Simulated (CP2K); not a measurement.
# HF/STO-3G run of Si3H8 (SMILES [SiH3][SiH2][SiH3])

What is the energy change on altering one bond length of Si3H8 at HF/STO-3G? 

The results are computed with CP2K 2026.2.

2 further runs of the same task are left out: 1 that didn't finish, 1 set aside as unsound or not needed.

### 1 The molecule

The species is Si3H8 (11 atoms), meant as a singlet with charge 0. SMILES: `[SiH3][SiH2][SiH3]`. Geometry: relaxed at PBE0-D4/def2-TZVP.

Bond lengths: Si1–Si2 2.338 Å, Si2–Si3 2.338 Å, Si1–H4 1.488 Å, Si1–H5 1.488 Å, Si1–H6 1.488 Å, Si2–H7 1.490 Å, Si2–H8 1.490 Å, Si3–H9 1.488 Å, Si3–H10 1.488 Å, Si3–H11 1.488 Å. Some angles: Si1–Si2–Si3 110.4°, Si1–Si2–H7 109.6°, Si1–Si2–H8 109.6°, Si3–Si2–H7 109.6°, Si3–Si2–H8 109.6°, Si2–Si1–H4 111.2°, Si2–Si1–H5 109.8°, Si2–Si1–H6 109.8°, Si2–Si3–H9 109.8°, Si2–Si3–H10 109.8°.

### 2 The energy at HF/STO-3G

Input file molecule.xyz:

```xyz
11

Si    -1.292570     1.366730    -0.525270
Si    -0.462570    -0.807300    -0.296320
Si     1.631930    -0.774400     0.742750
H     -2.625850     1.367720    -1.185120
H     -0.354030     2.180440    -1.344070
H     -1.422540     2.000090     0.814640
H     -0.343400    -1.440160    -1.640160
H     -1.410380    -1.620800     0.516390
H      1.515950    -0.154940     2.090430
H      2.583820     0.031780    -0.068050
H      2.179610    -2.149160     0.894770
```

Input file job.inp:

```
&GLOBAL
   PROJECT job
   RUN_TYPE ENERGY
   PRINT_LEVEL MEDIUM
&END GLOBAL

&FORCE_EVAL
   METHOD QUICKSTEP
   &DFT
      BASIS_SET_FILE_NAME ./sto_3g.basis
      POTENTIAL_FILE_NAME POTENTIAL
      CHARGE 0
      MULTIPLICITY 1
      &QS
         METHOD GAPW
         EPS_DEFAULT 1.0E-10
      &END QS
      ! plane-wave cutoff in Ry
      &MGRID
         CUTOFF 280
         REL_CUTOFF 50
         NGRIDS 4
      &END MGRID
      &POISSON
         PERIODIC NONE
         POISSON_SOLVER MULTIPOLE
      &END POISSON
      ! self-consistent field
      &SCF
         SCF_GUESS ATOMIC
         EPS_SCF 1.0E-07
         MAX_SCF 100
         ADDED_MOS 10
         &DIAGONALIZATION
            ALGORITHM STANDARD
         &END DIAGONALIZATION
         &MIXING
            METHOD DIRECT_P_MIXING
            ALPHA 0.4
         &END MIXING
      &END SCF
      ! exchange and correlation
      &XC
         &XC_FUNCTIONAL NONE
         &END XC_FUNCTIONAL
         ! exact exchange
         &HF
            FRACTION 1
            &SCREENING
               EPS_SCHWARZ 1.0E-10
               SCREEN_ON_INITIAL_P F
            &END SCREENING
            &INTERACTION_POTENTIAL
               POTENTIAL_TYPE COULOMB
            &END INTERACTION_POTENTIAL
            &MEMORY
               MAX_MEMORY 1050
            &END MEMORY
         &END HF
      &END XC
      &PRINT
         &MOMENTS
            PERIODIC F
            REFERENCE COM
            MAX_MOMENT 1
         &END MOMENTS
         &MO ON
            ENERGIES T
            OCCUPATION_NUMBERS T
            NDIGITS 6
            &EACH
               QS_SCF 0
            &END EACH
            ADD_LAST NUMERIC
         &END MO
         &LOWDIN ON
         &END LOWDIN
         &HIRSHFELD OFF
         &END HIRSHFELD
      &END PRINT
   &END DFT
   ! structure
   &SUBSYS
      &CELL
         ABC [angstrom] 12.2 11.3 10.7
         PERIODIC NONE
      &END CELL
      &TOPOLOGY
         COORD_FILE_NAME molecule.xyz
         COORD_FILE_FORMAT XYZ
         &CENTER_COORDINATES
         &END CENTER_COORDINATES
      &END TOPOLOGY
      &KIND Si
         BASIS_SET STO-3G
         POTENTIAL ALL
         LEBEDEV_GRID 194
         RADIAL_GRID 100
      &END KIND
      &KIND H
         BASIS_SET STO-3G
         POTENTIAL ALL
         LEBEDEV_GRID 194
         RADIAL_GRID 100
      &END KIND
   &END SUBSYS
&END FORCE_EVAL
```

On the command line:

```
OMP_NUM_THREADS=1 cp2k.psmp job.inp > job.out
```

The log of the run:

```text
CP2K| version string:                                       CP2K version 2026.2
[...]
 GLOBAL| Method name                                                        CP2K
[...]
 GLOBAL| Run type                                                         ENERGY
[...]
 DFT| Spin restricted Kohn-Sham (RKS) calculation                            RKS
 DFT| Multiplicity                                                             1
[...]
 DFT| Charge                                                                   0
[...]
 QS| Method:                                                                GAPW
[...]
 QS| Density cutoff [a.u.]:                                                140.0
[...]
 QS| Relative density cutoff [a.u.]:                                        25.0
[...]
                             - Atoms:                                         11
[...]
                             - Spherical basis functions:                     35
[...]
 Number of electrons:                                                         50
[...]
     1 P_Mix/Diag. 0.40E+00    0.8     1.06791411      -859.4827756627 -8.59E+02
[...]
    14 DIIS/Diag.  0.25E-07    0.4     0.00000002      -861.4795241008 -1.48E-12
  *** SCF run converged in    14 steps ***
[...]
  Overlap energy of the core charge distribution:               0.00000023569416
  Self energy of the core charge distribution:               -388.26501340513778
  Core Hamiltonian energy:                                   -467.76350775250518
  Hartree energy:                                              76.83696855698287
  Exchange-correlation energy:                                  0.00000000000000
  Hartree-Fock Exchange energy:                               -64.21083266431923
[...]
                     Mulliken Population Analysis
 #  Atom  Element  Kind  Atomic population                           Net charge
       1     Si       1         13.531535                              0.468465
       2     Si       1         13.674067                              0.325933
       3     Si       1         13.531509                              0.468491
       4     H        2          1.156680                             -0.156680
       5     H        2          1.158809                             -0.158809
       6     H        2          1.158765                             -0.158765
       7     H        2          1.157250                             -0.157250
       8     H        2          1.157240                             -0.157240
       9     H        2          1.158708                             -0.158708
      10     H        2          1.158803                             -0.158803
      11     H        2          1.156632                             -0.156632
 # Total charge                             50.000000                  0.000000
[...]
  Dipole moment [Debye]
    X= -0.6599998E-01 Y= -0.1167198E+00 Z= -0.4113521E-01  Total=      0.1402555
 ENERGY| Total FORCE_EVAL ( QS ) energy [hartree]           -861.479524100819390
[...]
```

It took 6.9 s on 1 thread of Arm Neoverse V1, shared host; peak memory 0.68 GiB.

### 3 The distorted shape, same level

Input file gas.inp:

```
&global
 project_name gas
 run_type ENERGY
 print_level MEDIUM
&end global

&force_eval
 method QUICKSTEP
 &dft
  basis_set_file_name ./sto_3g.basis
  potential_file_name POTENTIAL
  &qs
   method GAPW
   eps_default 1.0E-10
  &end qs
  &mgrid
   cutoff 280
   rel_cutoff 50
   ngrids 4
  &end mgrid
  &poisson
   periodic NONE
   poisson_solver MULTIPOLE
  &end poisson
  &scf
   scf_guess ATOMIC
   eps_scf 1.0E-07
   max_scf 150
   added_mos 3
   &diagonalization
    algorithm STANDARD
   &end diagonalization
   &mixing
    method DIRECT_P_MIXING
    alpha 0.4
   &end mixing
  &end scf
  &xc
   &xc_functional NONE
   &end xc_functional
   &hf
    fraction 1
    &screening
     eps_schwarz 1.0E-10
    &end screening
    &memory
     max_memory 1050
    &end memory
   &end hf
  &end xc
  &print
   &moments
    periodic F
    reference COM
    max_moment 1
   &end moments
   &mo ON
    energies T
    occupation_numbers T
    ndigits 6
    &each
     qs_scf 0
    &end each
    add_last NUMERIC
   &end mo
   &lowdin ON
   &end lowdin
   &hirshfeld OFF
   &end hirshfeld
  &end print
 &end dft
 &subsys
  &cell
   abc 12.3 11.7 10.7
   periodic NONE
  &end cell
  &coord
   Si    -1.417083     1.692868    -0.559616
   Si    -0.462570    -0.807300    -0.296320
   Si     1.631930    -0.774400     0.742750
   H     -2.750363     1.693858    -1.219466
   H     -0.478543     2.506578    -1.378416
   H     -1.547053     2.326228     0.780294
   H     -0.343400    -1.440160    -1.640160
   H     -1.410380    -1.620800     0.516390
   H      1.515950    -0.154940     2.090430
   H      2.583820     0.031780    -0.068050
   H      2.179610    -2.149160     0.894770
  &end coord
  &topology
   &center_coordinates
   &end center_coordinates
  &end topology
  &kind Si
   basis_set STO-3G
   potential ALL
   lebedev_grid 194
   radial_grid 100
  &end kind
  &kind H
   basis_set STO-3G
   potential ALL
   lebedev_grid 194
   radial_grid 100
  &end kind
 &end subsys
&end force_eval
```

On the command line:

```
OMP_NUM_THREADS=1 cp2k.psmp -i gas.inp -o gas.out
```

The log of the run, shortened:

```text
CP2K| version string:                                       CP2K version 2026.2
[...]
 GLOBAL| Method name                                                        CP2K
[...]
 GLOBAL| Run type                                                         ENERGY
[...]
 DFT| Spin restricted Kohn-Sham (RKS) calculation                            RKS
 DFT| Multiplicity                                                             1
[...]
 DFT| Charge                                                                   0
[...]
 QS| Method:                                                                GAPW
[...]
 QS| Density cutoff [a.u.]:                                                140.0
[...]
 QS| Relative density cutoff [a.u.]:                                        25.0
[...]
                             - Atoms:                                         11
[...]
                             - Spherical basis functions:                     35
[...]
 Number of electrons:                                                         50
[...]
     1 P_Mix/Diag. 0.40E+00    0.9     1.06820323      -859.3750799484 -8.59E+02
[...]
    15 DIIS/Diag.  0.19E-07    0.4     9.2812E-09      -861.4337355069 -5.68E-13
  *** SCF run converged in    15 steps ***
[...]
  Overlap energy of the core charge distribution:               0.00000023563933
  Self energy of the core charge distribution:               -388.26501340513778
  Core Hamiltonian energy:                                   -467.80150650633624
  Hartree energy:                                              76.85538773233748
  Exchange-correlation energy:                                  0.00000000000000
  Hartree-Fock Exchange energy:                               -64.16954305583985
[...]
                     Mulliken Population Analysis
 #  Atom  Element  Kind  Atomic population                           Net charge
       1     Si       1         13.528455                              0.471545
       2     Si       1         13.665236                              0.334764
       3     Si       1         13.532673                              0.467327
       4     H        2          1.159014                             -0.159014
[...]
  Dipole moment [Debye]
    X= -0.5786652E-01 Y= -0.1650042E+00 Z= -0.4080811E-01  Total=      0.1795556
 ENERGY| Total FORCE_EVAL ( QS ) energy [hartree]           -861.433735506883409
[...]
```

Wall time 7.5 s (1 thread of Arm Neoverse V1, shared host); peak memory 0.68 GiB.

### 4 Results

Level: HF/STO-3G.

```
                                                           quantity          value
                                          first shape: total energy  -861.47952 Eh
                                         first shape: dipole moment         0.14 D
                                           first shape: HOMO energy       -8.03 eV
                                           first shape: LUMO energy       10.24 eV
                                         first shape: HOMO–LUMO gap       18.26 eV
                                      distorted shape: total energy  -861.43374 Eh
                                     distorted shape: dipole moment         0.18 D
                                       distorted shape: HOMO energy       -7.08 eV
                                       distorted shape: LUMO energy        7.58 eV
                                     distorted shape: HOMO–LUMO gap       14.66 eV
energy change with the Si1–Si2 bond stretched from 2.338 to 2.689 Å       1.246 eV
```

In words: With the Si1–Si2 bond stretched from 2.338 to 2.689 Å the energy rises by 1.25 eV (29 kcal/mol). The first shape isn't relaxed at this level, so the change isn't measured from a minimum. The minimal basis adds a large error of its own.
